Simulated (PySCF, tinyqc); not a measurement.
CID on RHF in the sto-3g basis, frozen core, for BH, spin multiplicity 1, step by step. The lowest restricted solution is unstable here: a spin-polarised one lies 0.0997 hartree lower (PySCF). Computed by tinyqc, a small Python program that keeps every step (integrals from PySCF). Settings: charge = 0, multiplicity = 1, basis = sto-3g, method = RHF, frozen orbitals = 1, energy threshold = 1e-10, iteration cap = 78, orthogonalisation = symmetric, start = core, DIIS depth = 6, ci = CID. Command: `OMP_NUM_THREADS=1 python tinyqc.py 22316 22317 out.jsonl` (the two numbers bound the seeds that draw the settings). One thread of a shared host (Intel(R) Xeon(R) Processor @ 2.60GHz), about 0.2 s of CPU time with the checks. The early iterations of the SCF are left out here.

## One-electron integrals

Geometry (angstrom):
```
atom        x        y        z
B     0.00000  0.00000  0.00000
H     0.00000  0.00000  2.44100
```

Basis sto-3g: exponents (1/bohr^2) and contraction coefficients of normalised primitives:
```
element  l (shell)  exponent  coefficient
B            s (1)  48.79111      0.15433
B            s (1)   8.88736      0.53533
B            s (1)   2.40527      0.44463
B            s (2)   2.23696     -0.09997
B            s (2)   0.51982      0.39951
B            s (2)   0.16906      0.70012
B            p (3)   2.23696      0.15592
B            p (3)   0.51982      0.60768
B            p (3)   0.16906      0.39196
H            s (1)   3.42525      0.15433
H            s (1)   0.62391      0.53533
H            s (1)   0.16886      0.44463
```

Overlap, kinetic and nuclear-attraction integrals over the contracted functions; the nuclear repulsion is the sum of Za Zb / Rab.

nuclear repulsion = 1.0839353 hartree

overlap S, order 1B 1s, 1B 2s, 1B 2px, 1B 2py, 1B 2pz, 2H 1s:
```
[[1.00000, 0.26933, 0.00000, 0.00000, 0.00000, 0.00347],
 [0.26933, 1.00000, 0.00000, 0.00000, 0.00000, 0.07829],
 [0.00000, 0.00000, 1.00000, 0.00000, 0.00000, 0.00000],
 [0.00000, 0.00000, 0.00000, 1.00000, 0.00000, 0.00000],
 [0.00000, 0.00000, 0.00000, 0.00000, 1.00000, 0.11114],
 [0.00347, 0.07829, 0.00000, 0.00000, 0.11114, 1.00000]]
```

kinetic energy T (hartree), order 1B 1s, 1B 2s, 1B 2px, 1B 2py, 1B 2pz, 2H 1s:
```
[[10.82630, -0.04797, 0.00000, 0.00000, 0.00000, -0.00217],
 [-0.04797, 0.35917, 0.00000, 0.00000, 0.00000, -0.01289],
 [0.00000, 0.00000, 1.12388, 0.00000, 0.00000, 0.00000],
 [0.00000, 0.00000, 0.00000, 1.12388, 0.00000, 0.00000],
 [0.00000, 0.00000, 0.00000, 0.00000, 1.12388, -0.00380],
 [-0.00217, -0.01289, 0.00000, 0.00000, -0.00380, 0.76003]]
```

nuclear attraction V (hartree), order 1B 1s, 1B 2s, 1B 2px, 1B 2py, 1B 2pz, 2H 1s:
```
[[-23.36418, -3.19775, 0.00000, 0.00000, -0.00442, -0.04033],
 [-3.19775, -3.98840, 0.00000, 0.00000, -0.04516, -0.19829],
 [0.00000, 0.00000, -3.95142, 0.00000, 0.00000, 0.00000],
 [0.00000, 0.00000, 0.00000, -3.95142, 0.00000, 0.00000],
 [-0.00442, -0.04516, 0.00000, 0.00000, -3.97176, -0.26337],
 [-0.04033, -0.19829, 0.00000, 0.00000, -0.26337, -2.31052]]
```

core Hamiltonian H = T + V (hartree), order 1B 1s, 1B 2s, 1B 2px, 1B 2py, 1B 2pz, 2H 1s:
```
[[-12.53787, -3.24572, 0.00000, 0.00000, -0.00442, -0.04250],
 [-3.24572, -3.62924, 0.00000, 0.00000, -0.04516, -0.21118],
 [0.00000, 0.00000, -2.82754, 0.00000, 0.00000, 0.00000],
 [0.00000, 0.00000, 0.00000, -2.82754, 0.00000, 0.00000],
 [-0.00442, -0.04516, 0.00000, 0.00000, -2.84787, -0.26716],
 [-0.04250, -0.21118, 0.00000, 0.00000, -0.26716, -1.55048]]
```

## Two-electron integrals

Functions are numbered as in S; the eight-fold symmetry (ij|kl) = (ji|kl) = (kl|ij) leaves the list below.

Two-electron integrals (ij|kl) in chemists' order, unique and non-zero (hartree):
```
(11|11) 2.92351    (21|11) 0.51838    (21|21) 0.10926    (22|11) 0.74423
(22|21) 0.19318    (22|22) 0.54480    (31|31) 0.02026    (32|31) 0.03000
(32|32) 0.12035    (33|11) 0.74249    (33|21) 0.19324    (33|22) 0.54468
(33|33) 0.58677    (41|41) 0.02026    (42|41) 0.03000    (42|42) 0.12035
(43|43) 0.03163    (44|11) 0.74249    (44|21) 0.19324    (44|22) 0.54468
(44|33) 0.52351    (44|44) 0.58677    (51|51) 0.02026    (52|51) 0.03000
(52|52) 0.12035    (53|53) 0.03163    (54|54) 0.03163    (55|11) 0.74249
(55|21) 0.19324    (55|22) 0.54468    (55|33) 0.52351    (55|44) 0.52351
(55|55) 0.58677    (61|11) 0.00651    (61|21) 0.00138    (61|22) 0.00247
(61|33) 0.00246    (61|44) 0.00246    (61|51) 0.00012    (61|52) 0.00023
(61|55) 0.00250    (61|61) 1.82e-05   (62|11) 0.03175    (62|21) 0.00846
(62|22) 0.02850    (62|33) 0.02760    (62|44) 0.02760    (62|51) 0.00092
(62|52) 0.00678    (62|55) 0.03028    (62|61) 0.00012    (62|62) 0.00297
(63|31) 0.00056    (63|32) 0.00314    (63|53) 0.00110    (63|63) 0.00022
(64|41) 0.00056    (64|42) 0.00314    (64|54) 0.00110    (64|64) 0.00022
(65|11) 0.03984    (65|21) 0.01069    (65|22) 0.03729    (65|33) 0.03569
(65|44) 0.03569    (65|51) 0.00143    (65|52) 0.01038    (65|55) 0.04045
(65|61) 0.00015    (65|62) 0.00437    (65|65) 0.00654    (66|11) 0.21678
(66|21) 0.05838    (66|22) 0.21650    (66|33) 0.20992    (66|44) 0.20992
(66|51) 0.00441    (66|52) 0.04472    (66|55) 0.22957    (66|61) 0.00079
(66|62) 0.03408    (66|65) 0.05435    (66|66) 0.77461
```

## Orthogonalisation

S = U s U^T; symmetric (Loewdin) form X = U s^(-1/2) U^T, so that X^T S X = 1.

eigenvalues of S: [0.71858, 0.89296, 1.00000, 1.00000, 1.10490, 1.28355]

X, order 1B 1s, 1B 2s, 1B 2px, 1B 2py, 1B 2pz, 2H 1s:
```
[[1.02882, -0.14161, 0.00000, 0.00000, -0.00063, 0.00663],
 [-0.14161, 1.03128, 0.00000, 0.00000, 0.00346, -0.04115],
 [0.00000, 0.00000, 1.00000, 0.00000, 0.00000, 0.00000],
 [0.00000, 0.00000, 0.00000, 1.00000, 0.00000, 0.00000],
 [-0.00063, 0.00346, 0.00000, 0.00000, 1.00470, -0.05623],
 [0.00663, -0.04115, 0.00000, 0.00000, -0.05623, 1.00711]]
```

## Iteration 11 (converged): orbitals

converged F (hartree), order 1B 1s, 1B 2s, 1B 2px, 1B 2py, 1B 2pz, 2H 1s:
```
[[-7.41666, -2.15966, 0.00000, 0.00000, -0.00840, -0.03050],
 [-2.15966, -1.04664, 0.00000, 0.00000, 0.02276, -0.09785],
 [0.00000, 0.00000, 0.21643, 0.00000, 0.00000, 0.00000],
 [0.00000, 0.00000, 0.00000, 0.21643, 0.00000, 0.00000],
 [-0.00840, 0.02276, 0.00000, 0.00000, 0.05047, -0.16646],
 [-0.03050, -0.09785, 0.00000, 0.00000, -0.16646, -0.05906]]
```

Diagonalise F' = X^T F X, C = X C', fill 3 alpha and 3 beta electrons from the bottom; D = 2 C_occ C_occ^T. Each column has its largest component positive (the first on a tie).

F' = X^T F X (hartree):
```
[[-7.24231, -1.10130, 0.00000, 0.00000, -0.01459, 0.01958],
 [-1.10130, -0.62302, 0.00000, 0.00000, 0.03525, -0.07333],
 [0.00000, 0.00000, 0.21643, 0.00000, 0.00000, 0.00000],
 [0.00000, 0.00000, 0.00000, 0.21643, 0.00000, 0.00000],
 [-0.01459, 0.03525, 0.00000, 0.00000, 0.06977, -0.16993],
 [0.01958, -0.07333, 0.00000, 0.00000, -0.16993, -0.03400]]
```

orbital energies (hartree): [-7.42075, -0.45814, -0.15491, 0.20425, 0.21643, 0.21643]

coefficients C, order 1B 1s, 1B 2s, 1B 2px, 1B 2py, 1B 2pz, 2H 1s:
```
[[0.99293, -0.29855, 0.04300, -0.04104, 0.00000, 0.00000],
 [0.02517, 1.01845, -0.16040, 0.14729, 0.00000, 0.00000],
 [0.00000, 0.00000, 0.00000, 0.00000, -0.47248, 0.88134],
 [0.00000, 0.00000, 0.00000, 0.00000, 0.88134, 0.47248],
 [0.00114, -0.02086, 0.57006, 0.82897, 0.00000, 0.00000],
 [-0.00111, 0.13052, 0.75761, -0.65434, 0.00000, 0.00000]]
```

D after iteration 11, order 1B 1s, 1B 2s, 1B 2px, 1B 2py, 1B 2pz, 2H 1s:
```
[[2.15379, -0.57192, 0.00000, 0.00000, 0.06374, -0.01498],
 [-0.57192, 2.12721, 0.00000, 0.00000, -0.22531, 0.02275],
 [0.00000, 0.00000, 0.00000, 0.00000, 0.00000, 0.00000],
 [0.00000, 0.00000, 0.00000, 0.00000, 0.00000, 0.00000],
 [0.06374, -0.22531, 0.00000, 0.00000, 0.65080, 0.85831],
 [-0.01498, 0.02275, 0.00000, 0.00000, 0.85831, 1.18203]]
```

Within a degenerate level the vectors are fixed only up to a rotation; this is one choice.

## Convergence

Stop when the energy changes by less than 1e-10 hartree and every element of the error matrix X^T (F D S - S D F) X is below 3e-06.

Course of the cycle:
```
iteration  E (hartree)     change  largest element of the error matrix
1          -23.9886001          -                             1.41e-01
2          -24.3086321  -3.20e-01                             2.10e-01
3          -24.3959660  -8.73e-02                             2.22e-01
4          -24.4309283  -3.50e-02                             2.18e-01
5          -24.4545939  -2.37e-02                             2.06e-01
6          -24.5120746  -5.75e-02                             9.74e-02
7          -24.5162294  -4.15e-03                             7.63e-02
8          -24.5222371  -6.01e-03                             1.82e-03
9          -24.5222402  -3.11e-06                             1.59e-05
10         -24.5222402  -2.66e-10                             4.09e-08
11         -24.5222402  -3.55e-15                             2.43e-09
```

PySCF RHF in the same basis = -24.5222402 hartree

Converged in 11 iterations.

## Integrals over molecular orbitals

(pq|rs) = sum C_ip C_jq C_kr C_ls (ij|kl), one index at a time.

one-electron integrals over orbitals h = C^T H C (hartree):
```
[[-12.52571, 0.36014, -0.04698, 0.04927, 0.00000, 0.00000],
 [0.36014, -2.98531, 0.14639, -0.17885, 0.00000, 0.00000],
 [-0.04698, 0.14639, -2.06135, -0.62039, 0.00000, 0.00000],
 [0.04927, -0.17885, -0.62039, -2.36397, 0.00000, 0.00000],
 [0.00000, 0.00000, 0.00000, 0.00000, -2.82754, 0.00000],
 [0.00000, 0.00000, 0.00000, 0.00000, 0.00000, -2.82754]]
```

Two-electron integrals over orbitals (pq|rs), unique and non-zero (hartree); the lowest 1 orbital is frozen and left out:
```
(22|22) 0.50948    (32|22) -0.04024   (32|32) 0.06176    (33|22) 0.34017
(33|32) 0.03368    (33|33) 0.47602    (42|22) 0.02832    (42|32) 0.04411
(42|33) -0.01085   (42|42) 0.07171    (43|22) 0.13930    (43|32) -0.06553
(43|33) -0.09259   (43|42) 0.02144    (43|43) 0.20490    (44|22) 0.42296
(44|32) 0.01890    (44|33) 0.43878    (44|42) 0.02575    (44|43) 0.00885
(44|44) 0.46591    (52|52) 0.10920    (53|52) -0.01523   (53|53) 0.01335
(54|52) 0.01337    (54|53) 0.01328    (54|54) 0.02234    (55|22) 0.52439
(55|32) -0.04400   (55|33) 0.32761    (55|42) 0.03420    (55|43) 0.14657
(55|44) 0.41647    (55|55) 0.58677    (62|62) 0.10920    (63|62) -0.01523
(63|63) 0.01335    (64|62) 0.01337    (64|63) 0.01328    (64|64) 0.02234
(65|65) 0.03163    (66|22) 0.52439    (66|32) -0.04400   (66|33) 0.32761
(66|42) 0.03420    (66|43) 0.14657    (66|44) 0.41647    (66|55) 0.52351
(66|66) 0.58677
```

## CID: determinants and Hamiltonian

one-electron integrals dressed by the frozen orbital, h + 2 (pq|11) - (p1|1q) (hartree), order 2, 3, 4, 5, 6:
```
[[-1.58620, 0.00656, -0.07216, 0.00000, 0.00000],
 [0.00656, -1.24951, -0.14190, 0.00000, 0.00000],
 [-0.07216, -0.14190, -1.24262, 0.00000, 0.00000],
 [0.00000, 0.00000, 0.00000, -1.36503, 0.00000],
 [0.00000, 0.00000, 0.00000, 0.00000, -1.36503]]
```

energy of the frozen orbital, 2 h_11 + (11|11) = -22.1574147 hartree

Hartree-Fock energy = -24.5222402 hartree

Slater-Condon rules over spin orbitals, with the nuclear repulsion and the energy of the frozen orbital added and E(HF) subtracted on the diagonal. Only determinants linked to the reference directly or through others are kept (one block of an abelian symmetry group), so some states are absent.

Occupation strings over the orbitals (2 doubly, a alpha, b beta, 0 empty; spin orbitals ordered 1a 1b 2a 2b ...): 222000 220200 2ab200 220020 2ab020 220002 2ab002 2ba200 202200 2ba020 202020 2ba002 202002

H - E(HF) between determinants (hartree), order 222000, 220200, 2ab200, 220020, 2ab020, 220002, 2ab002, 2ba200, 202200, 2ba020, 202020, 2ba002, 202002:
```
[[0.00000, 0.20490, -0.02144, 0.01335, 0.01523, 0.01335, 0.01523, 0.02144, 0.07171, -0.01523, 0.10920, -0.01523, 0.10920],
 [0.20490, 0.31492, -0.01732, 0.02234, 0.00000, 0.02234, 0.00000, 0.01732, 0.06176, 0.00000, 0.00000, 0.00000, 0.00000],
 [-0.02144, -0.01732, 0.38076, 0.00000, 0.02234, 0.00000, 0.02234, -0.06176, 0.05660, 0.00000, 0.00000, 0.00000, 0.00000],
 [0.01335, 0.02234, 0.00000, 0.52172, -0.10645, 0.03163, 0.00000, 0.00000, 0.00000, 0.10645, 0.06176, 0.00000, 0.00000],
 [0.01523, 0.00000, 0.02234, -0.10645, 0.39140, 0.00000, 0.03163, 0.00000, 0.00000, -0.06176, -0.03253, 0.00000, 0.00000],
 [0.01335, 0.02234, 0.00000, 0.03163, 0.00000, 0.52172, -0.10645, 0.00000, 0.00000, 0.00000, 0.00000, 0.10645, 0.06176],
 [0.01523, 0.00000, 0.02234, 0.00000, 0.03163, -0.10645, 0.39140, 0.00000, 0.00000, 0.00000, 0.00000, -0.06176, -0.03253],
 [0.02144, 0.01732, -0.06176, 0.00000, 0.00000, 0.00000, 0.00000, 0.38076, -0.05660, 0.02234, 0.00000, 0.02234, 0.00000],
 [0.07171, 0.06176, 0.05660, 0.00000, 0.00000, 0.00000, 0.00000, -0.05660, 0.75175, 0.00000, 0.02234, 0.00000, 0.02234],
 [-0.01523, 0.00000, 0.00000, 0.10645, -0.06176, 0.00000, 0.00000, 0.02234, 0.00000, 0.39140, 0.03253, 0.03163, 0.00000],
 [0.10920, 0.00000, 0.00000, 0.06176, -0.03253, 0.00000, 0.00000, 0.00000, 0.02234, 0.03253, 0.56624, 0.00000, 0.03163],
 [-0.01523, 0.00000, 0.00000, 0.00000, 0.00000, 0.10645, -0.06176, 0.02234, 0.00000, 0.03163, 0.00000, 0.39140, 0.03253],
 [0.10920, 0.00000, 0.00000, 0.00000, 0.00000, 0.06176, -0.03253, 0.00000, 0.02234, 0.00000, 0.03163, 0.03253, 0.56624]]
```

## CID: roots

Diagonalise (each vector has its largest component positive (the first on a tie)); all determinants have Ms = 0, so triplets appear too. The lowest singlet root is the correlation energy.

lowest roots of this matrix, relative to E(HF) (hartree): [-0.13188, 0.29801, 0.30139, 0.30212, 0.32082, 0.37814, 0.39597, 0.45502]

lowest vectors, order 222000, 220200, 2ab200, 220020, 2ab020, 220002, 2ab002, 2ba200, 202200, 2ba020, 202020, 2ba002, 202002:
```
[[0.89210, 0.00000, 0.00000, 0.00000],
 [-0.40112, 0.00000, 0.00000, 0.00000],
 [0.02762, 0.00000, 0.00000, 0.62371],
 [-0.00160, 0.00000, 0.44263, 0.00000],
 [-0.03041, 0.50000, 0.38988, -0.23557],
 [-0.00160, 0.00000, -0.44263, 0.00000],
 [-0.03041, -0.50000, -0.38988, -0.23557],
 [-0.02762, 0.00000, 0.00000, 0.62371],
 [-0.04108, 0.00000, 0.00000, 0.00000],
 [0.03041, 0.50000, -0.38988, -0.23557],
 [-0.13481, 0.00000, -0.00845, 0.00000],
 [0.03041, -0.50000, 0.38988, -0.23557],
 [-0.13481, 0.00000, 0.00845, 0.00000]]
```

<S^2> of these roots: [0.00000, 2.00000, 0.00000, 2.00000, 0.00000, 2.00000, 0.00000, 0.00000]

weight of the ground state by excitation level 0, 1, 2, ...: [0.79584, 0.00000, 0.20416]

The reference has a weight of only 0.80: one determinant is a poor start here.
